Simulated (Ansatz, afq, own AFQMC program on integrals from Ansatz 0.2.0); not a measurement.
**Atomization energy of BHO, singlet**

```xyz
3

B     0.0000    0.0000    0.0084
O     0.0000    0.0000   -1.1895
H     0.0000    0.0000    1.1811
```

Connectivity, by distances: BH–O.

Atoms in their ground-state spins without spin–orbit coupling (mostly on UHF) minus the molecule (RHF), without zero-point energy. The geometry is a stationary point, not shown to be a minimum.

Basis cc-pVQZ. Only valence electrons are correlated. Integrals, coupled cluster, full CI and functionals: Ansatz 0.2.0; the random walks run on the same integrals in our own AFQMC program. ph-AFQMC/CISD is guided by a CISD state made of CCSD amplitudes; releasing the constraint for a short imaginary time cuts its bias at the price of noise, slowly where states lie close. Free AFQMC starts from the CCSD state and is never constrained. Its projection time is finite, and what remains of the start isn't in its error. ± is one standard error of the sampling. The errors of all members are added in quadrature.

No full CI on the walks' own integrals is used here. The released AFQMC energy serves as the reference, which it does only where one determinant dominates, the energy is flat over the last release times and near the phaseless one (40 meV or 2 meV an electron, half that with transition metals). On small molecules, where full CI could be run and the noise was under 10 meV, such values lay within 10 meV of it in 19 cases of 20, a flattering rate, since the rule was set on those same cases; what remains of the bias isn't in the error bar. Each member takes its own surest rung, up to full CI.

Errors are counted within cc-pVQZ, not against nature.

Cautions: BHO (singlet): the released value is read at 2.40 1/Eh (meV from the phaseless value at times in 1/Eh: 0 ± 4 at 0.24, -8 ± 3 at 0.51, -11 ± 6 at 0.99, -5 ± 5 at 1.62, -6 ± 6 at 2.40).

```tsv
level	atomization energy (kcal/mol)
CCSD	300.0
MP2	321.6
```

(1) From these cheaper values, estimate the atomization energy at the reference level in cc-pVQZ.

(1) 306.9 ± 0.1 kcal/mol (AFQMC with the constraint released in cc-pVQZ).

```csv
level,atomization energy (kcal/mol),error against released AFQMC (kcal/mol)
HF,227.1,-79.8 ± 0.1
CCSD(T),306.9,-0.1 ± 0.1
ph-AFQMC/HF,314.4 ± 0.9,7.4 ± 0.9
ph-AFQMC/CISD,307.0 ± 0.1,0.1 ± 0.2
free AFQMC,306.4 ± 0.2,-0.5 ± 0.3
```

Correlation beyond CCSD(T) changes it by less than twice the noise. The perturbative (T) step is worth +6.8 kcal/mol.

Free projections are given only where their last times agree within the noise and don't stop above the reference; a slow remainder of the start can still hide under it. A walk keeps the symmetry of its determinant, which the program's search chose and which needn't be the lowest solution, so a lower state of the same spin and another symmetry isn't excluded. Released energies are given only where the last usable release times agree within the noise; a slower fall can still hide under it.
